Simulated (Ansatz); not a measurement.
Compare A (`C=CCC#N`) with its isomer B (`C=C1CC1=N`).

Isolated molecules relaxed with PBE0-D4/def2-TZVP in Ansatz; ΔE leaves out vibrations. CCSD(T)/CBS adds triple-zeta CCSD(T) − MP2 to the extrapolated MP2 energy (def2 sets, frozen cores). DFT in def2-TZVPP. B3LYP here is the variant with VWN-RPA as its local correlation; programs differ in this. Each species was taken in one conformer, which may not be the lowest.

Question: Which is lower in electronic energy at CCSD(T)/CBS, and by how much? (An estimate is asked.)

Answer: Ansatz gave: A, by 195.5 kJ/mol.

Question: Give E(B) − E(A) in kJ/mol with CCSD/def2-TZVPP, PBE0-D4, ωB97M-V, B3LYP, B3LYP-D4, HF/def2-TZVPP, r2SCAN-D4. (Best estimate.)

Answer: Ansatz gave: CCSD/def2-TZVPP 203.7, PBE0-D4 158.2, ωB97M-V 185.4, B3LYP 177.0, B3LYP-D4 177.1, HF/def2-TZVPP 222.2, r2SCAN-D4 161.7. None reverses the order clearly.

Largest T1 diagnostic: 0.013.

In def2-TZVPP, CCSD(T) changes the Hartree–Fock value by −23.1 kJ/mol (the triples alone add −4.6 kJ/mol) and MP2 by −18.4 kJ/mol. From PBE to PBE0 (25 % exact exchange), in def2-TZVPP and without D4, E(B) − E(A) moves by +10.0 kJ/mol.
